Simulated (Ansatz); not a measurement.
Conformers of C$_{3}$H$_{5}$F$_{3}$ (`CC(F)C(F)F`), each relaxed with PBE0-D4/def2-TZVP in Ansatz. CBS adds the triple-zeta coupled-cluster correction to the MP2 limit.

Not all of them had a frequency check.

Conformer A:

Z-matrix (Å, degrees):
```
C
C 1 1.504
H 1 1.090 2 109.7
H 1 1.091 2 110.0 3 119.5
H 1 1.090 2 110.5 3 -120.3
F 2 1.384 1 110.1 3 60.8
C 2 1.517 1 113.7 3 -179.4
H 2 1.096 1 111.4 3 -58.2
F 7 1.357 2 108.9 1 68.2
F 7 1.352 2 111.1 1 -50.3
H 7 1.094 2 112.1 1 -171.3
```

Conformer B:

Cartesian coordinates in Å:
```
C -0.081 -0.633 1.142
C -0.070 -0.467 -0.353
F -1.287 -0.865 -0.875
C 0.135 0.972 -0.784
F 0.221 1.048 -2.130
F 1.305 1.430 -0.272
H -0.282 -1.675 1.393
H -0.857 -0.011 1.594
H 0.885 -0.352 1.563
H 0.710 -1.075 -0.825
H -0.677 1.629 -0.452
```

**Question.** Which is lowest in electronic energy at CCSD(T)/CBS (frozen core, def2 sets), and by how much? (An estimate is asked.)

**Answer.** The calculation gave: A; B lies 0.5 kJ/mol higher. Gaps under about 2 kJ/mol don't settle the order.

**Question.** Give the energies relative to A (kJ/mol) with PBE-D4/def2-TZVPP, ωB97M-V/def2-TZVPP, HF/def2-TZVPP, MP2/def2-TZVPP, CCSD/def2-TZVPP, SCS-MP2/def2-QZVPP, MP2/CBS(def2). (Estimate.)

**Answer.** Computed: 
| level | B |
| --- | --- |
| PBE-D4/def2-TZVPP | 0.5 |
| ωB97M-V/def2-TZVPP | 0.6 |
| HF/def2-TZVPP | 0.0 |
| MP2/def2-TZVPP | 0.7 |
| CCSD/def2-TZVPP | 0.6 |
| SCS-MP2/def2-QZVPP | 0.5 |
| MP2/CBS(def2) | 0.5 |
